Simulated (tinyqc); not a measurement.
Worked calculation: CCD on RHF in the sto-3g basis, frozen core, for H3O+, spin multiplicity 1. One step of it, computed by the program tinyqc.

Question. CCD: starting amplitudes. t_ij^ab = <ij||ab> / (e_i + e_j - e_a - e_b), whose energy is MP2.

orbital energies (hartree): MO1 -20.859075, MO2 -1.806398, MO3 -1.147746, MO4 -1.147441, MO5 -0.921451, MO6 0.131926, MO7 0.345132, MO8 0.345780

Two-electron integrals over orbitals (pq|rs), unique and non-zero (hartree); the lowest 1 orbital is frozen and left out:
```
(22|22) 0.723892    (32|32) 0.144192    (33|22) 0.671301    (33|33) 0.687445
(42|22) -0.000064   (42|33) -0.034449   (42|42) 0.144141    (43|32) -0.034437
(43|43) 0.042987    (44|22) 0.671239    (44|33) 0.601379    (44|42) 0.034493
(44|44) 0.687416    (52|22) -0.013161   (52|33) 0.000667    (52|42) -5.59e-07
(52|44) 0.000667    (52|52) 0.149856    (53|32) 0.002719    (53|43) 0.001399
(53|53) 0.034881    (54|22) 0.000006    (54|33) 0.001405    (54|42) 0.002720
(54|44) -0.001391   (54|52) 0.000016    (54|54) 0.034878    (55|22) 0.754889
(55|33) 0.672872    (55|42) -4.72e-06   (55|44) 0.672842    (55|52) 0.034033
(55|54) 0.000017    (55|55) 0.881083    (62|22) 0.136520    (62|33) 0.100899
(62|42) 0.000078    (62|44) 0.100897    (62|52) -0.011312   (62|54) 0.000011
(62|55) 0.168029    (62|62) 0.076474    (63|32) -0.010967   (63|43) 0.024274
(63|53) 0.002581    (63|63) 0.052067    (64|22) 0.000263    (64|33) 0.024485
(64|42) -0.011007   (64|44) -0.024088   (64|52) 0.000018    (64|54) 0.002587
(64|55) 0.000296    (64|62) 0.000159    (64|64) 0.052171    (65|22) -0.028673
(65|33) -0.014943   (65|42) 0.000021    (65|44) -0.014930   (65|52) 0.070566
(65|54) 0.000042    (65|55) -0.015365   (65|62) -0.020006   (65|64) -0.000022
(65|65) 0.042683    (66|22) 0.524712    (66|33) 0.512698    (66|42) 0.000244
(66|44) 0.512869    (66|52) -0.024230   (66|54) -0.000009   (66|55) 0.523037
(66|62) 0.047257    (66|64) -0.000025   (66|65) -0.018005   (66|66) 0.465539
(72|22) 0.000210    (72|33) -0.013327   (72|42) -0.047229   (72|44) 0.013599
(72|52) -0.000007   (72|54) -0.007298   (72|55) 0.000244    (72|62) 0.000056
(72|64) -0.037927   (72|65) -0.000031   (72|66) 0.000048    (72|72) 0.052276
(73|32) -0.042738   (73|43) 0.004880    (73|53) 0.001655    (73|63) 0.024170
(73|73) 0.034649    (74|22) -0.159542   (74|33) -0.131882   (74|42) 0.042705
(74|44) -0.122175   (74|52) -0.014090   (74|54) -0.001659   (74|55) -0.186640
(74|62) -0.085249   (74|64) -0.024294   (74|65) 0.008892    (74|66) -0.046233
(74|72) -0.000537   (74|74) 0.142518    (75|22) -0.000020   (75|33) 0.004373
(75|42) -0.015397   (75|44) -0.004403   (75|52) 0.000099    (75|54) -0.023028
(75|55) -3.14e-06   (75|62) -0.000029   (75|64) 0.004540    (75|65) 0.000029
(75|66) -0.000049   (75|72) 0.004758    (75|74) -0.005596   (75|75) 0.021568
(76|22) 9.26e-07    (76|33) 0.042495    (76|42) -0.105393   (76|44) -0.042640
(76|52) -0.000029   (76|54) 0.003363    (76|55) -0.000041   (76|62) -0.000049
(76|64) 0.046686    (76|65) -0.000031   (76|66) -0.000307   (76|72) 0.004267
(76|74) -0.051623   (76|75) 0.012584    (76|76) 0.123829    (77|22) 0.589393
(77|33) 0.538567    (77|42) 0.031006    (77|44) 0.611307    (77|52) 0.000400
(77|54) -0.003758   (77|55) 0.590818    (77|62) 0.072564    (77|64) -0.040568
(77|65) -0.008742   (77|66) 0.491857    (77|72) 0.023028    (77|74) -0.070041
(77|75) -0.004797   (77|76) -0.058600   (77|77) 0.589067    (82|32) 0.047195
(82|43) 0.013474    (82|53) 0.007299    (82|63) 0.037931    (82|73) -0.000314
(82|82) 0.052274    (83|22) 0.159499    (83|33) 0.122176    (83|42) 0.042704
(83|44) 0.131916    (83|52) 0.014093    (83|54) -0.001645   (83|55) 0.186635
(83|62) 0.085269    (83|64) -0.024008   (83|65) -0.008876   (83|66) 0.046472
(83|72) -0.000247   (83|74) -0.076214   (83|75) -0.005610   (83|76) -0.051719
(83|77) 0.103992    (83|83) 0.142550    (84|32) 0.042720    (84|43) -0.004843
(84|53) -0.001649   (84|63) -0.024093   (84|73) -0.031801   (84|82) 0.000371
(84|84) 0.034579    (85|32) 0.015402    (85|43) -0.004380   (85|53) 0.023030
(85|63) -0.004529   (85|73) -0.005610   (85|82) 0.004759    (85|84) 0.005605
(85|85) 0.021573    (86|32) 0.105367    (86|43) -0.042427   (86|53) -0.003352
(86|63) -0.046498   (86|73) -0.051713   (86|82) 0.004303    (86|84) 0.051645
(86|85) 0.012574    (86|86) 0.123568    (87|32) 0.031411    (87|43) -0.036505
(87|53) -0.003769   (87|63) -0.040819   (87|73) -0.017212   (87|82) -0.022899
(87|84) 0.017148    (87|85) 0.004835    (87|86) 0.058862    (87|87) 0.048088
(88|22) 0.589504    (88|33) 0.611473    (88|42) -0.031258   (88|44) 0.538493
(88|52) 0.000406    (88|54) 0.003772    (88|55) 0.590916    (88|62) 0.072625
(88|64) 0.040936    (88|65) -0.008760   (88|66) 0.491615    (88|72) -0.022800
(88|74) -0.104116   (88|75) 0.004814    (88|76) 0.058782    (88|77) 0.493575
(88|83) 0.069960    (88|88) 0.589407
```

Give: Starting amplitudes; correlation energy.

Answer.

Starting amplitudes (spin orbitals 1a, 1b, ...; amplitudes related by a flip of all spins are not repeated; the 24 largest):
```
from      to        t
4a 4b  7a 7b  -0.0477
3a 3b  8a 8b  -0.0477
3a 4b  7b 8a  -0.0255
2a 4b  6a 7b   0.0248
2a 3b  6a 8b  -0.0248
4a 4b  6a 6b  -0.0204
3a 3b  6a 6b  -0.0203
5a 5b  6a 6b  -0.0203
2a 2b  6a 6b  -0.0197
3a 4a  7a 8a  -0.0149
2a 3a  6a 8a  -0.0138
2a 4a  6a 7a   0.0138
2a 2b  7a 7b  -0.0121
2a 2b  8a 8b  -0.0121
3a 3b  7a 7b  -0.0116
4a 4b  8a 8b  -0.0116
2a 4b  6b 7a  -0.0111
2a 3b  6b 8a   0.0111
3a 4b  7a 8b   0.0106
4a 4b  6a 7b   0.0088
3a 3b  6a 7b  -0.0087
3a 4b  6a 8b   0.0087
3a 4b  6b 8a  -0.0087
5a 5b  7a 7b  -0.0085
```

correlation energy = -0.041447 hartree
